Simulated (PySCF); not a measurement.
Species: C₃HF₂ (charge +1).
Z-matrix (Å and degrees, GFN2-xTB geometry), rows numbered from 1:
```
F 
C   1  1.2536
C   2  1.3887  1  149.66
C   3  1.3887  2   60.18  1  -179.99
F   4  1.2536  2  150.46  3   179.99
H   3  1.0804  2  149.91  4   179.93
```

The closed-shell ground state was solved at several levels (PySCF, density fitting, gas phase, non-relativistic).

```csv
level,basis functions,total energy (Eh),HOMO (eV),LUMO (eV),gap (eV)
B3LYP/pcJ-1,145,-314.1673,-17.06,-8.37,8.69
B3LYP/def2-SVPD,114,-313.9470,-17.06,-8.42,8.64
```

(1) What might PBE0/pcSseg-1 (90 basis functions) give for the same quantities?

(2) Over all these levels, which gives the widest orbital gap and which the narrowest?

## Answers

(1) Total energy -313.8174 Eh, HOMO -17.31 eV, LUMO -8.09 eV, gap 9.22 eV.

(2) PBE0/pcSseg-1 (global hybrid, 25 % exact exchange) has the widest, 9.22 eV, and B3LYP/def2-SVPD (global hybrid, 20 % exact exchange) the narrowest, 8.64 eV. Functional and basis both differ between the two, so the spread mixes both effects.
